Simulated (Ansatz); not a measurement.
Born–Oppenheimer molecular dynamics of BF₂H (4 atoms, charge 0, multiplicity 1). It starts at the highest image of a converged band. Of that band: Neighbouring images differ by up to 1.4 eV, so the band resolves the path poorly. A vibrational analysis at the climbing image gives one clearly imaginary mode, 936i cm⁻¹: a first-order saddle point.

Computed with RKS PBE-D4/cc-pVDZ (Ansatz).

```yaml
ensemble: NVE (velocity Verlet)
time_step: 0.5 fs
steps_asked: 200
starting_velocities_drawn_for: 100 K
seed: 7407
```

First frame:

```xyz
4
Properties=species:S:1:pos:R:3
B -0.343 0.000 0.353
H 0.872 0.000 1.018
F 1.530 0.000 0.076
F -0.935 0.000 -0.798
```

Task: How far do the bonds stretch over the last three quarters of this one trajectory? (Pairs bonded in most of those frames.)

Result: 
```csv
bond,mean (Å),spread (Å),shortest,longest
B1–F4,1.291,0.010,1.28,1.31
H2–F3,0.948,0.021,0.91,1.00
```

Mean temperature of the second half: 403 K. The conserved energy stayed within 0.074 meV per atom of its start (net change -0.033 meV per atom), so the integration is sound. The kinetic energy rose, since the run started high on the potential surface and went downhill. It ends in pieces (BF + FH), so much of that is their flight and rotation, not heat. A run of 0.1 ps of so small a system gives no equilibrium averages. The orbitals stay closed-shell, which can raise the energy where a bond breaks towards radicals; this wasn't checked here.

Run time: 2.4 min on 1 thread of Intel(R) Xeon(R) Platinum 8259CL CPU @ 2.50GHz (Skylake/Cascade Lake) (shared host), peak memory 0.1 GiB.
